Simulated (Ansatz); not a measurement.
Results of PBEsol (Ansatz, a first-principles code, plane waves, PAW) for EuH2 (Pnma, No. 62; cell taken from a computed entry).

Run with plane-wave cutoff 520 eV, 6×10×6 k mesh (along the axes of the cell as run), Fermi–Dirac smearing 0.01 eV, spin-polarised start, scalar-relativistic PAW data made under PBE.

Cell (relaxed with PBEsol):

```yaml
crystal:
  lattice:
    - [5.94825, 0.00000, 0.00000]
    - [0.00000, 3.63713, 0.00000]
    - [0.00000, 0.00000, 6.91774]
  atoms:
    - { symbol: Eu, position: [0.24393, 0.25000, 0.88538] }
    - { symbol: Eu, position: [0.75607, 0.75000, 0.11462] }
    - { symbol: Eu, position: [0.25607, 0.75000, 0.38538] }
    - { symbol: Eu, position: [0.74393, 0.25000, 0.61462] }
    - { symbol: H, position: [0.35662, 0.25000, 0.56872] }
    - { symbol: H, position: [0.64338, 0.75000, 0.43128] }
    - { symbol: H, position: [0.14338, 0.75000, 0.06872] }
    - { symbol: H, position: [0.85662, 0.25000, 0.93128] }
    - { symbol: H, position: [0.96759, 0.25000, 0.31384] }
    - { symbol: H, position: [0.03241, 0.75000, 0.68616] }
    - { symbol: H, position: [0.53241, 0.75000, 0.81384] }
    - { symbol: H, position: [0.46759, 0.25000, 0.18616] }
```

Give the computed band gap, smallest direct gap on the k points sampled and Γ–Γ gap.


band gap: 0.20 eV
smallest direct gap on the k points sampled: 0.25 eV
Γ–Γ gap: 0.77 eV

Note: the magnetic order was assumed, not searched for or taken from measurement; the 4f shell is treated without U or exact exchange, so its levels and filling can be wrong.

Spin–orbit coupling is not included; it can close the smallest gap of 0.20 eV.

The computed numbers hold no vibrational or temperature effects.
